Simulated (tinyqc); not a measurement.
RKS/BLYP in the sto-3g basis, for H2O, spin multiplicity 1, step by step. One step of it, computed by the program tinyqc.

Problem. Iteration 2: DIIS coefficients. Solve [B -1; -1 0][c; lambda] = [0; -1] for the coefficients, which sum to one.

B (overlaps of the stored error matrices):
```
                1               2
1   3.7514040e+00  -3.0207259e+00
2  -3.0207259e+00   3.6718689e+00
```

Give: DIIS coefficients.

Solution.

DIIS coefficients: 0.4970  0.5030
